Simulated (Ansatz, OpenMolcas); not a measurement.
# BCl (SMILES [B]Cl): methods side by side

BCl: 2 atoms, total charge 0, spin state singlet. As SMILES, `[B]Cl`. The coordinates come from a GFN2-xTB relaxation.

| atom | x (Å) | y (Å) | z (Å) |
| --- | --- | --- | --- |
| B | 0.0000 | 0.0000 | 0.0000 |
| Cl | 0.0000 | 0.0000 | 1.5785 |

Each level gives the energy change with the B1–Cl2 bond stretched from 1.579 to 1.973 Å (eV). The values are calculated.

```
                      level                    kind     program  value (eV)  less FCI/STO-3G  CPU time (all runs)
     HF/STO-3G (restricted)            Hartree–Fock      Ansatz       -0.44            +0.15               0.14 s
  SVWN5/STO-3G (restricted)                     LDA      Ansatz       -0.51            +0.08               0.54 s
 revPBE/STO-3G (restricted)                     GGA      Ansatz       -0.72            -0.13               0.75 s
 r2SCAN/STO-3G (restricted)                meta-GGA      Ansatz       -0.58            +0.01                1.8 s
  B3LYP/STO-3G (restricted)           global hybrid  OpenMolcas       -0.60            -0.01                4.7 s
wB97M-V/STO-3G (restricted)  range-separated hybrid      Ansatz       -0.51            +0.08                6.7 s
  wB97X/STO-3G (restricted)  range-separated hybrid      Ansatz       -0.48            +0.11                3.3 s
  CCSDT/STO-3G (restricted)   coupled cluster or CI      Ansatz       -0.59             0.00               0.45 s
                 FCI/STO-3G      exact in the basis      Ansatz       -0.59             0.00               0.35 s
```

FCI/STO-3G is exact within its basis and frozen core, so for wave-function methods in that basis the difference is their error; functionals converge differently with the basis, so for them it is only a difference. The first shape isn't each level's own minimum. The values span -0.72 to -0.44 eV. All rows use very small basis sets, so even the best lies far from the true value. CPU times are rough (shared hosts, several kinds of processor): they show what a rung costs within a factor of a few.
